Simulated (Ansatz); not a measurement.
# One shape, several levels: BClO (boron chloride oxide)

Aim: a comparison of 6 runs (UHF/STO-3G, BLYP/STO-3G, CAM-B3LYP/STO-3G, PBE/STO-3G, r2SCAN/STO-3G, MP2/STO-3G) of BClO (boron chloride oxide). 

Program for the calculation: Ansatz 0.2.0.

61 further runs of the same task are left out: 15 that didn't finish, 46 set aside as unsound or not needed.

## (1) The system as given

BClO: 3 atoms, total charge 0, spin state singlet. SMILES: `O=BCl`. The B2–O1 distance was set to 2.386 Å, away from the relaxed value. At this shape a bond of the SMILES string is far longer than usual.

Bond lengths: B2–Cl3 1.639 Å. A long bond or contact: O1–B2 2.386 Å.

## (2) The energy at UHF/STO-3G (run 1)

Contents of job.yaml:

```yaml
basis:
  gaussian:
    orbitals: STO-3G
crystal:
  periodic: [false, false, false]
  atoms:
    - {symbol: O, position_ang: [1.926069, 1.145797, 1.184528]}
    - {symbol: B, position_ang: [0.113080, 0.066620, 0.069470]}
    - {symbol: Cl, position_ang: [-1.132640, -0.672810, -0.696460]}
hamiltonian:
  xc: hf
accuracy: high
magnetization:
  spin_polarized: true
```

Launch:

```
$ ansatz run job.yaml --threads 1 --pin off --max-ram 2610MiB --events-out events.jsonl --progress --plain --runs-dir runs
```

The log of the run:

```text
Warning: RAYON_NUM_THREADS=1 ignored (pool sized by the plan → 1); use --threads N
Functional definition: HF
  name "HF"
  exchange = exact_x
  correlation = 0
312 factors; integrals over basis functions are off by at most 2.5e-8 eV
mean field evaluation 1: about -15011.7312 eV, gradient 3.9e1 eV
mean field evaluation 2: about -15011.7346 eV, gradient 3.9e1 eV
mean field evaluation 4: about -15002.2396 eV, gradient 3.6e1 eV
mean field evaluation 8: about -15034.6010 eV, gradient 4.0e0 eV
mean field evaluation 16: about -15034.8488 eV, gradient 1.2e-8 eV
mean field evaluation 32: about -15036.9398 eV, gradient 7.0e-5 eV
mean field evaluation 64: about -15036.9398 eV, gradient 3.3e-6 eV
mean field evaluation 96: about -15036.9395 eV, gradient 9.0e-2 eV
mean field evaluation 128: about -15036.7689 eV, gradient 1.0e-1 eV
mean field evaluation 160: about -15037.3458 eV, gradient 2.7e-1 eV
mean field evaluation 192: about -15037.3340 eV, gradient 7.7e-1 eV
mean field evaluation 224: about -15037.1790 eV, gradient 7.3e-1 eV
mean field evaluation 256: about -15036.6549 eV, gradient 1.7e0 eV
mean field evaluation 288: about -15037.3473 eV, gradient 1.5e-3 eV
mean field evaluation 320: about -15033.7359 eV, gradient 1.1e0 eV
mean field evaluation 352: about -15037.3164 eV, gradient 1.7e-2 eV
mean field evaluation 384: about -15037.2923 eV, gradient 1.9e-6 eV
mean field evaluation 416: about -15034.8488 eV, gradient 1.3e-2 eV
mean field evaluation 448: about -15036.9590 eV, gradient 2.9e-1 eV
mean field -15037.34718708 eV, -552.6123164451 hartree, gradient 1.2e-8 eV, S^2 1.919028; 18 other end points of the search recorded, 0 dependent functions left out
reference -15037.34718708 eV, -552.6123164451 hartree; 15, 15 occupied and 4, 4 virtual orbitals, 312 factors
Total energy: -15037.34718708 eV, -552.6123164451 hartree
```

Run time: 1.5 s. Hardware: 1 thread of Arm Neoverse V1, shared host.

## (3) The energy at BLYP/STO-3G (run 2)

Contents of in.yaml:

```yaml
basis:
  gaussian:
    orbitals: STO-3G
crystal:
  periodic: [false, false, false]
  atoms:
    - {symbol: O, position_ang: [1.926069, 1.145797, 1.184528]}
    - {symbol: B, position_ang: [0.113080, 0.066620, 0.069470]}
    - {symbol: Cl, position_ang: [-1.132640, -0.672810, -0.696460]}
hamiltonian:
  xc: {name: BLYP}
accuracy: high
```

Launch:

```
$ ansatz run in.yaml --threads 1 --pin off --max-ram 2610MiB --events-out events.jsonl --progress --plain --runs-dir runs
```

The log of the run:

```text
Warning: RAYON_NUM_THREADS=1 ignored (pool sized by the plan → 1); use --threads N
Functional definition: BLYP
  name "BLYP"
  parameter beta = 0.0042
  parameter a = 0.04918
  parameter b = 0.132
  parameter c = 0.2533
  parameter d = 0.349
  exchange = b88_x(beta = beta)
  correlation = lyp_c(a = a, b = b, c = c, d = d)
312 factors; integrals over basis functions are off by at most 2.5e-8 eV
mean field evaluation 1: about -15049.6535 eV, gradient 5.1e1 eV
mean field evaluation 2: about -14852.3255 eV, gradient 1.1e2 eV
mean field evaluation 4: about -15018.6830 eV, gradient 2.9e1 eV
mean field evaluation 8: about -15062.0373 eV, gradient 1.3e-1 eV
mean field evaluation 16: about -15058.1493 eV, gradient 1.1e1 eV
mean field evaluation 32: about -14947.8395 eV, gradient 1.7e2 eV
mean field -15062.03750270 eV, -553.5196688085 hartree, gradient 1.7e-8 eV, S^2 0.000000; 0 other end points of the search recorded, 0 dependent functions left out
reference -15062.03753460 eV, -553.5196699807 hartree; 15, 15 occupied and 4, 4 virtual orbitals, 312 factors
Total energy: -15062.03753460 eV, -553.5196699807 hartree
```

It took 0.89 s on 1 thread of Arm Neoverse V1, shared host.

Runs 3 to 4 aren't shown in full; the table further down has their settings and results.

## (4) The energy at r2SCAN/STO-3G (run 5)

Contents of job.yaml:

```yaml
crystal:
  periodic: [false, false, false]
  atoms:
    - {symbol: O, position_ang: [1.926069, 1.145797, 1.184528]}
    - {symbol: B, position_ang: [0.113080, 0.066620, 0.069470]}
    - {symbol: Cl, position_ang: [-1.132640, -0.672810, -0.696460]}
basis:
  gaussian:
    orbitals: STO-3G
hamiltonian:
  xc: r2scan
accuracy: high
```

Launch:

```
$ ansatz run job.yaml --threads 1 --pin off --max-ram 2610MiB --events-out events.jsonl --progress --plain --runs-dir runs
```

The log of the run:

```text
Warning: RAYON_NUM_THREADS=1 ignored (pool sized by the plan → 1); use --threads N
Functional definition: r2SCAN
  name "r2SCAN"
  parameter k0 = 0.174
  parameter k1 = 0.065
  parameter a1 = 4.9479
  exchange = r2scan_x(k0 = k0, k1 = k1, a1 = a1)
  correlation = r2scan_c
312 factors; integrals over basis functions are off by at most 2.5e-8 eV
mean field evaluation 1: about -15048.8124 eV, gradient 5.2e1 eV
mean field evaluation 2: about -14858.5261 eV, gradient 9.5e1 eV
mean field evaluation 4: about -14870.9230 eV, gradient 7.2e1 eV
mean field evaluation 8: about -15062.3506 eV, gradient 1.6e-1 eV
mean field evaluation 16: about -15059.2027 eV, gradient 8.4e0 eV
mean field -15062.35096404 eV, -553.5311883001 hartree, gradient 5.6e-8 eV, S^2 0.000000; 0 other end points of the search recorded, 0 dependent functions left out
reference -15062.35096427 eV, -553.5311883088 hartree; 15, 15 occupied and 4, 4 virtual orbitals, 312 factors
Total energy: -15062.35096427 eV, -553.5311883088 hartree
```

It took 2.3 s on 1 thread of Arm Neoverse V1, shared host; peak memory 0.12 GiB.

## (5) A single-point energy at MP2/STO-3G (run 6)

Contents of molecule.yaml:

```yaml
crystal:
  periodic: [false, false, false]
  atoms:
    - {symbol: O, position_ang: [1.926069, 1.145797, 1.184528]}
    - {symbol: B, position_ang: [0.113080, 0.066620, 0.069470]}
    - {symbol: Cl, position_ang: [-1.132640, -0.672810, -0.696460]}
basis:
  gaussian:
    orbitals: STO-3G
accuracy: high
correlation:
  method: mp2
  frozen_orbitals: {B: 1, Cl: 5, O: 1}
```

Launch:

```
$ ansatz run molecule.yaml --threads 1 --pin off --max-ram 2610MiB --events-out events.jsonl --progress --plain --runs-dir runs
```

The log of the run, cut to the lines that bear on the results:

```text
Warning: RAYON_NUM_THREADS=1 ignored (pool sized by the plan → 1); use --threads N
[... 2 set-up lines as earlier in the session ...]
[...]
312 factors; integrals over basis functions are off by at most 2.5e-8 eV
[...]
mean field -15034.84879634 eV, -552.5205022789 hartree, gradient 2.2e-8 eV, S^2 0.000000; 9 other end points of the search recorded, 0 dependent functions left out; unrestricted orbitals would lower it
[...]
unrestricted determinant -15036.93982922 eV, -552.5973463199 hartree, S^2 1.3529
7 core orbitals not correlated: weight in the atoms' cores, before any rotation towards them, 1.000 or more for the frozen orbitals, at most 0.000 for the correlated occupied ones
reference -15034.84879634 eV, -552.5205022789 hartree; 8, 8 occupied and 4, 4 virtual orbitals, 312 factors
second order -1.48869959 eV of doubles, -0.00000000 eV of singles
WARN: the method's energy lies above the unrestricted determinant's, so it is not that of the lowest state
Total energy: -15036.33749593 eV, -552.5752109797 hartree
```

Run time: 0.32 s. Hardware: 1 thread of Arm Neoverse V1, shared host.

## (6) The series

| run | level | frozen core orbitals | energy (Eh) | wall time |
| --- | --- | --- | --- | --- |
| 1 | UHF/STO-3G | – | -552.612316 | 1.5 s |
| 2 | BLYP/STO-3G | – | -553.519670 | 0.89 s |
| 3 | CAM-B3LYP/STO-3G | – | -553.502145 | 1.1 s |
| 4 | PBE/STO-3G | – | -553.275369 | 1.6 s |
| 5 | r2SCAN/STO-3G | – | -553.531188 | 2.3 s |
| 6 | MP2/STO-3G | 7 | -552.575211 | 0.32 s |

## (7) Results

```
                                          quantity          value
                               run 6: total energy  -552.57521 Eh
run 6: correlation energy (7 core orbitals frozen)      -54.7 mEh
```

Totals of different functionals can't be ranked against each other. In run 6 the log says that unrestricted orbitals would lower the reference, so the values rest on an unstable closed-shell determinant (other closed-shell runs at this shape may share the fault). In runs 1, 2, 3, 4, 5, 6 the basis is minimal, so the values are rough. Spin contamination of the reference: run 1 ⟨S²⟩ = 1.92. Where it is this large, the reference is a mixture of spin states, and values that rest on it are in doubt. All runs together took 7.8 s, the longest 2.3 s.
